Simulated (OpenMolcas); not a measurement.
# NSF3 (SMILES N#S(F)(F)F): CCSD(T)/ANO-RCC-VDZP (DKH2)

Aim: the vertical electron affinity of NSF3 at CCSD(T)/ANO-RCC-VDZP (DKH2), from 2 runs. 

The calculation is run with OpenMolcas 26.06.

2 further runs of the same task are left out: 2 that didn't finish.

**1. The system as given**

NSF3 has 5 atoms, charge 0, and is taken as a singlet. SMILES: `N#S(F)(F)F`. The shape is that of a PBE0-D4/def2-TZVP optimisation.

Bond lengths: N1–S2 1.409 Å, S2–F3 1.555 Å, S2–F4 1.555 Å, S2–F5 1.555 Å. Angles: N1–S2–F3 122.6°, N1–S2–F4 122.6°, N1–S2–F5 122.6°, F3–S2–F4 93.7°, F3–S2–F5 93.7°, F4–S2–F5 93.7°.

**2. The energy at CCSD(T)/ANO-RCC-VDZP (DKH2)**

Input file input.xyz:

```xyz
5

N     -0.349630    -0.004150     1.591380
S     -0.047340    -0.000560     0.215490
F      1.023370    -0.939300    -0.408980
F     -1.108620    -0.317610    -0.875740
F      0.482210     1.261610    -0.522150
```

Input file job.inp:

```
&gateway
 coord
 input.xyz
 basis
 ANO-RCC-VDZP
 group
 NoSym

&seward

&scf
 prorbitals
 1 1

&rasscf
 fileorb
 $Project.ScfOrb
 spin
 1
 nactel
 0 0 0
 inactive
 25
 ras2
 0
 outorbitals
 Canonical
 orblisting
 Nothing

&motra
 jobiph
 frozen
 9

&ccsdt
 cct
 triples
 2
 iterations
 50
 extrapolation
 5 4
```

The run is started by

```bash
$ export MOLCAS_MEM=1860
$ pymolcas job.inp > job.log
```

The log of the run:

```text
--- Start Module: gateway ---
[...]
--- Stop Module: gateway /rc=_RC_ALL_IS_WELL_ ---
[...]
      Basis functions           74
[...]
       Convergence after  13 Iterations
[...]
::    Total SCF energy                               -751.6275059229
[...]
      Total spin, S                                     0.0000000000
[...]
      Number of active orbitals                  0
[...]
      Spin quantum number                      0.0
[...]
      Active orbitals                            0
[...]
      Number of CSFs                             1
[...]
      Number of root(s) required                 1
[...]
      Convergence after  4 iterations
[...]
      Natural orbitals and occupation numbers for root  1
      ************************************************************************************************************************
      *                                                    Final results                                                     *
      ************************************************************************************************************************
[...]
::    RASSCF root number  1 Total energy:   -751.62750592
[...]
      Total electronic charge=   50.000000
      Total            charge=   -0.000000
[...]
      Dipole Moment (debye):
      Origin of the operator (angstrom)=    0.0110    0.0001   -0.0501
                   X=  4.0116E-01               Y=  4.7834E-03               Z= -1.8258E+00           Total=  1.8694E+00
      Quadrupole Moment (debye*angstrom):
[...]
--- Start Module: motra ---
[...]
      *** WARNING: Default frozen orbitals is overwritten by user input.
      *** Default values:   9
[...]
--- Stop Module: motra /rc=_RC_ALL_IS_WELL_ ---
--- Start Module: ccsdt ---
[...]
      Convergence after                    15  Iterations
      Total energy (diff) :    -752.53133392      -0.00000005
[...]
 METHOD                       : CCSD+T(CCSD)+<T3(1)WT1> = CCSD(T)
[...]
       CCSD     =      -752.5313339214750
[...]
--- Stop Module: ccsdt /rc=_RC_ALL_IS_WELL_ ---
[...]
```

Wall time 48 s (1 thread of Arm Neoverse V2, shared host); peak memory 0.45 GiB.

**3. The doublet anion, same level**

input.xyz is that of step 2.

Input file job.input:

```
* F3NS CCSD(T)
>>> EXPORT MOLCAS_PRINT=2

&gateway
 coord=input.xyz
 basis=ANO-RCC-VDZP
 group=NoSym

&seward

&scf
 uhf
 charge=-1
 spin=2
 prorbitals=1 1

&rasscf
 fileorb=$Project.UnaOrb
 spin=2
 nactel=1 0 0
 inactive=25
 ras2=1
 outorbitals=Canonical
 orblisting=Nothing

&motra
 jobiph
 frozen=9

&ccsdt
 cct
 triples=3
 iterations=50
 extrapolation=5 4
```

The run is started by

```bash
$ export MOLCAS_MEM=1860
$ pymolcas job.input > job.log
```

The log of the run:

```text
--- Start Module: gateway ---
[...]
--- Stop Module: gateway /rc=_RC_ALL_IS_WELL_ ---
[...]
      Basis functions           74
[...]
       Convergence after  20 Iterations
[...]
::    Total SCF energy                               -751.5523229679
[...]
      Total spin, S                                     0.5276851233
[...]
      Number of active orbitals                  1
[...]
      Spin quantum number                      0.5
[...]
      Active orbitals                            1
[...]
      Number of CSFs                             1
[...]
      Number of root(s) required                 1
[...]
      Convergence after 12 iterations
[...]
      printout of CI-coefficients larger than  0.05 for root  1
      energy=    -751.544582
      conf/sym  1     Coeff  Weight
             1  u   1.00000 1.00000
      Natural orbitals and occupation numbers for root  1
      sym 1:   1.000000
      ************************************************************************************************************************
      *                                                    Final results                                                     *
[...]
::    RASSCF root number  1 Total energy:   -751.54458245
[...]
      Total electronic charge=   51.000000
      Total            charge=   -1.000000
[...]
      Dipole Moment (debye):
      Origin of the operator (angstrom)=    0.0110    0.0001   -0.0501
                   X=  5.0736E-01               Y=  6.0138E-03               Z= -2.3096E+00           Total=  2.3646E+00
      Center of Charge (angstrom)
[...]
--- Start Module: motra ---
[...]
      *** WARNING: Default frozen orbitals is overwritten by user input.
      *** Default values:   9
[...]
--- Stop Module: motra /rc=_RC_ALL_IS_WELL_ ---
--- Start Module: ccsdt ---
[...]
      Convergence after                    18  Iterations
      Total energy (diff) :    -752.47262335      -0.00000005
[...]
 METHOD                       : CCSD+T(CCSD)+<T3(1)WT1>+<T3(1)UT2> = CCSD(T)
[...]
       CCSD     =      -752.4726233504317
[...]
--- Stop Module: ccsdt /rc=_RC_ALL_IS_WELL_ ---
[...]
```

It took 58 s on 1 thread of Arm Neoverse V2, shared host; peak memory 0.45 GiB.

**4. Outcome**

Level: CCSD(T)/ANO-RCC-VDZP (DKH2), 9 core orbitals frozen.

| quantity | value |
| --- | --- |
| singlet NSF3: total energy | -752.56185 Eh |
| singlet NSF3: dipole moment (mean-field density) | 1.87 D |
| singlet NSF3: HOMO energy (Hartree–Fock orbitals) | -13.34 eV |
| singlet NSF3: LUMO energy (Hartree–Fock orbitals) | 3.42 eV |
| singlet NSF3: HOMO–LUMO gap (Hartree–Fock orbitals) | 16.77 eV |
| singlet NSF3: correlation energy (9 core orbitals frozen) | -934.3 mEh |
| singlet NSF3: (T) correction | -30.51 mEh |
| doublet anion: total energy | -752.50410 Eh |
| doublet anion: (T) correction | -31.48 mEh |
| vertical electron affinity (to the doublet anion) | -1.571 eV |

**Reading.** The anion lies 1.57 eV (152 kJ/mol) above the neutral: the electron isn't bound at this level, and such a value depends on the basis. Without diffuse functions anions come out too high. Mulliken charges (singlet NSF3) of the mean-field density run from -0.29 on N1 to +1.10 on S2; they depend strongly on the basis. The triples (singlet NSF3) make up 3.3 % of the correlation energy.
